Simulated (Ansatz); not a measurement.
Geometry optimisation, RKS PBE0/def2-SVP in Ansatz.

Input:

```yaml
crystal:
  periodic: [false, false, false]
  atoms:
    - { symbol: C, position_ang: [-0.38664, 0.17239, -1.17242] }
    - { symbol: Al, position_ang: [0.44229, 0.03997, 0.53436] }
    - { symbol: F, position_ang: [2.01056, -0.56204, 0.88952] }
    - { symbol: H, position_ang: [-1.27279, 0.83863, -1.04233] }
    - { symbol: H, position_ang: [-0.84361, -0.83848, -1.32611] }
    - { symbol: H, position_ang: [0.05019, 0.34954, 2.11697] }
total_charge: -1
basis:
  gaussian: { orbitals: def2-SVP }
hamiltonian:
  xc: pbe0
relax:
  f_tol: 0.02
  max_steps: 50
```

Command:

```bash
$ ansatz run input.yaml --threads 1 --pin off --max-ram 2048MiB --backend cpu --events-out ev --progress --plain --runs-dir out
```

Task: Where does it end, and by what steps?

Result: The run converged. Limits of this set-up: an anion without diffuse functions, the dipole of an ion depends on the origin. After 8 steps the energy has fallen by 0.706 eV; H5 moved furthest, 0.71 Å.

```csv
step,energy less start (eV),largest force component (eV/Å),accepted
0,0.0000,0.952,yes
1,-0.2255,1.240,yes
2,-0.3669,1.753,yes
3,-0.5331,1.533,yes
4,-0.6261,1.674,yes
5,-0.6126,1.146,no
6,-0.7019,0.251,yes
7,-0.7060,0.030,yes
8,-0.7063,0.014,yes
```

```xyz
6
Properties=species:S:1:pos:R:3
C -0.594 0.012 -0.849
Al 0.449 -0.004 0.649
F 1.912 -0.880 0.843
H -1.526 0.601 -0.891
H -0.407 -0.530 -1.789
H 0.168 0.801 2.037
```

Whether the end is a true minimum wasn't checked by a vibrational analysis.

Time of the run: 17 s on 1 thread of Arm Neoverse V1, with other jobs on the host, peak memory 0.12 GiB.
